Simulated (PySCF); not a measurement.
# Spin–orbit doublets of 2p levels

Compound: phosphaethyne, CHP.
Z-matrix (Å and degrees, PBE0-D3(BJ)/def2-SVP geometry), rows numbered from 1:
```
C 
P   1  1.5404
H   1  1.0837  2  180.00
```

Method used: delta-SCF UKS SCAN, pcX-2 on the ionised atom, pcseg-1 elsewhere, spin-free X2C (PySCF 2.14.0). Vertical ΔSCF values, vacuum level as zero. The 2p values add to the ΔSCF energy of one spin-free hole a correction within the shell (spin–orbit coupling, ligand field). The splitting includes the ligand field, and 2p3/2 is the mean of two sublevels.

When a 2p electron fills a 1s hole, the emitted photon carries the energy difference of the two hole states (Kα1 from 2p3/2, Kα2 from 2p1/2), here at the ground state's geometry.

```json
{"atom": "P2", "Kα1 (eV)": "2013.52", "Kα2 (eV)": "2012.63", "2p3/2 binding energy (eV)": "137.25"}
```

**Question.** What are the 1s and 2p1/2 binding energies?

**Answer.** 1s = Kα1 + 2p3/2, and 2p1/2 = 1s − Kα2:

```
atom             environment  1s (eV)  2p1/2 (eV)
  P2  phosphorus bonded to C  2150.77      138.14
```

**Question.** And the 1s levels of the other atoms?

**Answer.** C1 (triply bonded carbon) 291.08 eV.

The unrestricted hole states depart most from a pure doublet (⟨S²⟩ = 0.75; over 0.85 named) for C 1s of C1 (0.98), which makes this value less certain. Geometry: PBE0-D3(BJ)/def2-SVP; no solvent, vibrations or thermal averaging.
